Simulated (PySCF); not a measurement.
Two structures of BH₃S₂, closed shell, reached by relaxing down either side of one saddle point (PBE0-D4/def2-TZVP). Energies are electronic, without zero-point energy. Program: PySCF 2.14 with density fitting (its default auxiliary sets; JK sets also for MP2 and CCSD(T)). Basis: def2-TZVPP and def2-QZVPP. Cores are frozen in the correlated methods. Extrapolation: Hartree–Fock as exp(−7.88 √X), correlation as X^−2.97. First:

B1  (-0.365, -0.250, -0.598)
S2  (0.027, -1.476, 0.634)
S3  (-0.006, 1.496, -0.595)
H4  (0.628, 1.585, 0.588)
H5  (-0.947, -0.652, -1.557)
H6  (0.656, -0.693, 1.527)
(Å)

Second:

B1  (-1.088, 0.437, -1.061)
S2  (1.025, -1.202, 1.056)
S3  (-0.533, 1.940, -1.012)
H4  (1.708, -0.297, 0.338)
H5  (-1.536, -0.646, -1.135)
H6  (0.478, -0.248, 1.824)
(Å)

Task: Which bonds change from the first to the second?

Result: BH₃S₂ ([SH][BH][SH]) → BHS ([BH][S]) + H₂S; bonds formed: S2–H4; bonds broken: B1–S2, S3–H4.

Task: Give the saddle point's structure and its height above each. (Judge from chemistry; the value comes from the calculation.)

Result: The calculation gives: 44.54 kcal/mol above the first and 16.47 kcal/mol above the second (CCSD(T) at an estimated basis limit (MP2 extrapolated from triple and quadruple zeta, plus CCSD(T) − MP2 in triple zeta)).
```xyz
6
angstrom
B -0.6167 -0.0115 -0.5882
S 0.7563 -0.8704 0.5821
S 0.0662 1.4610 -1.1155
H 1.1763 0.4746 0.1089
H -1.6286 -0.6177 -0.7374
H 0.2465 -0.4360 1.7500
```

No T1 diagnostic of these runs exceeds 0.019.

Labels in which every atom is bracketed show which atoms are joined, not bond orders.

For scale, one of the runs: CCSD(T)/def2-TZVPP, 157 basis functions, launched by `OMP_NUM_THREADS=4 python run.py`. Hardware: 4 CPU threads of an Arm Neoverse V2, shared host. Wall time 92 s; peak host memory 0.99 GiB.
